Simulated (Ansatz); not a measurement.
Relaxation of CH₄AlSi (7 atoms, charge 0, multiplicity 2), to a largest force component of 0.02 eV/Å in at most 50 steps.

All numbers below come from UKS PBE/def2-SVP in Ansatz 0.2.0.

```xyz
7
Properties=species:S:1:pos:R:3
Al -1.161 0.397 0.085
C 0.709 0.507 -0.580
Si 0.936 -1.065 0.270
H -2.282 -0.266 -0.779
H -1.807 1.248 1.234
H 1.539 1.213 -0.568
H 2.065 -2.034 0.338
```

Problem. Where does it end, and by what steps?

Solution. The run converged. After 9 steps the energy has fallen by 0.671 eV; H5 moved furthest, 1.20 Å. Parted: Al1–Si3.

| step | energy less start (eV) | largest force component (eV/Å) | accepted |
| --- | --- | --- | --- |
| 0 | 0.0000 | 1.767 | yes |
| 1 | -0.2556 | 1.260 | yes |
| 2 | -0.4028 | 0.522 | yes |
| 3 | -0.5188 | 0.322 | yes |
| 4 | -0.5918 | 0.138 | yes |
| 5 | -0.6277 | 0.309 | yes |
| 6 | -0.6524 | 0.369 | yes |
| 7 | -0.6679 | 0.188 | yes |
| 8 | -0.6691 | 0.089 | yes |
| 9 | -0.6707 | 0.015 | yes |

```xyz
7
Properties=species:S:1:pos:R:3
Al -1.332 0.610 0.076
C 0.553 0.204 0.060
Si 1.097 -1.413 -0.257
H -2.358 -0.587 -0.223
H -1.857 2.093 0.383
H 1.343 0.961 0.251
H 2.554 -1.868 -0.291
```

Whether the end is a true minimum wasn't checked by a vibrational analysis.

The run took 15 s on 2 threads of AMD EPYC 9R14 (Zen 4) (shared host), peak memory 0.17 GiB.
